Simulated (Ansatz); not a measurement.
# C₂H₆N₂S: one species, many methods

How much do the methods differ for C₂H₆N₂S? The plan is to run it at one geometry with functionals of several rungs and with coupled cluster. The yardstick is the atomisation energy at the CCSD(T) limit.

Program: Ansatz 0.2.0, Gaussian basis. Level of theory: functionals in def2-TZVPP, the program's frozen cores in correlated methods. These are calculated values, not measurements.

Plan: PBE-D4, r2SCAN-D4, PBE0-D4, B3LYP-D4, ωB97X-V, ωB97M-V, B2PLYP; CCSD(T)/def2-TZVPP; MP2/def2-QZVPP; extrapolation to the limit.

## 1. The relaxed structure

The geometry comes from an earlier relaxation with PBE0-D4 in a triple-zeta def2 set; it is a stationary point, not always the lowest conformer.

SMILES `CNC(N)=S`, 11 atoms, charge 0, spin multiplicity 1.

Atoms are counted from 1 here; the program's logs count them from 0.

Bond lengths: C1–N2 1.437 Å, C1–H6 1.089 Å, C1–H7 1.095 Å, C1–H8 1.097 Å, N2–C3 1.346 Å, N2–H9 1.004 Å, C3–N4 1.351 Å, C3–S5 1.665 Å, N4–H10 1.003 Å, N4–H11 1.005 Å. Angles: N2–C1–H6 108.8°, N2–C1–H7 111.7°, N2–C1–H8 112.1°, H6–C1–H7 107.8°, H6–C1–H8 107.4°, H7–C1–H8 108.8°, C1–N2–C3 125.7°, C1–N2–H9 120.0°, C3–N2–H9 114.2°, N2–C3–N4 116.0°, N2–C3–S5 121.9°, N4–C3–S5 122.1°, C3–N4–H10 116.2°, C3–N4–H11 122.3°, H10–N4–H11 118.6°.

Coordinates:

```xyz
11
C2H6N2S
C    -1.3240   -0.3518    0.3065
N    -0.2834    0.6171    0.5171
C     0.9432    0.5861   -0.0371
N     1.2081   -0.4743   -0.8315
S     2.0554    1.7973    0.2210
H    -2.2195   -0.0256    0.8325
H    -1.5765   -0.4518   -0.7547
H    -1.0534   -1.3390    0.7000
H    -0.4584    1.4275    1.0842
H     2.1497   -0.5505   -1.1700
H     0.6242   -1.2921   -0.8473
```

## 2. PBE-D4 (GGA)

in.yaml reads:

```yaml
crystal:
  periodic: [false, false, false]
  atoms:
    - {symbol: C, position_ang: [-1.323951, -0.351778, 0.306527]}
    - {symbol: N, position_ang: [-0.283420, 0.617107, 0.517109]}
    - {symbol: C, position_ang: [0.943239, 0.586103, -0.037129]}
    - {symbol: N, position_ang: [1.208118, -0.474251, -0.831521]}
    - {symbol: S, position_ang: [2.055450, 1.797318, 0.220994]}
    - {symbol: H, position_ang: [-2.219526, -0.025605, 0.832508]}
    - {symbol: H, position_ang: [-1.576471, -0.451763, -0.754739]}
    - {symbol: H, position_ang: [-1.053450, -1.339027, 0.700031]}
    - {symbol: H, position_ang: [-0.458362, 1.427455, 1.084236]}
    - {symbol: H, position_ang: [2.149707, -0.550476, -1.169990]}
    - {symbol: H, position_ang: [0.624166, -1.292081, -0.847325]}
basis:
  gaussian: {orbitals: def2-TZVPP}
hamiltonian: {xc: pbe, dispersion: d4}
output: {forces: true, orbitals: {seedname: orbitals}}
```

The run is started by

```bash
$ ansatz run in.yaml --threads 4 --pin off --events-out ev --progress --plain --max-ram 10444MiB
```

After this run come: r2SCAN-D4 (meta-GGA); PBE0-D4 (hybrid); B3LYP-D4 (hybrid); ωB97X-V (range-separated); ωB97M-V (range-separated); B2PLYP (double hybrid); CCSD(T) in def2-TZVPP; MP2 in def2-QZVPP.

Before running them: what should the planned runs give, taken together? Wanted: atomisation energy, CCSD(T)/CBS; farthest; mean size of error, hybrid; mean size of error, range-separated; gap, smallest and largest; T1 diagnostic; triples share of the correlation energy.

**Answer**, as computed:

| quantity | value |
| --- | --- |
| atomisation energy, CCSD(T)/CBS | 4122.7 kJ/mol |
| functionals within 20.6 kJ/mol (0.5 %) | none; nearest r2SCAN-D4 (+21.4 kJ/mol) |
| farthest | PBE-D4 (+167.5 kJ/mol) |
| mean size of error, hybrid | 47.2 kJ/mol |
| mean size of error, range-separated | 39.6 kJ/mol |
| gap, smallest and largest | 3.97 eV (PBE-D4), 10.55 eV (ωB97X-V) |
| T1 diagnostic | 0.0145 |
| triples share of the correlation energy | 4.3 % |

What this shows: PBE-D4 misses by +167.5 kJ/mol. Double hybrids carry the basis error of their MP2 part in triple zeta, and no dispersion term here, so their miss is partly the set-up's. Misses under about 20.6 kJ/mol are within the doubt on the reference itself, which lacks core-valence correlation, relativity and higher excitations. Hartree-Fock recovers 68 % of the binding; the rest is correlation. Orbital gaps span 4.0 to 10.5 eV; exact exchange widens them.
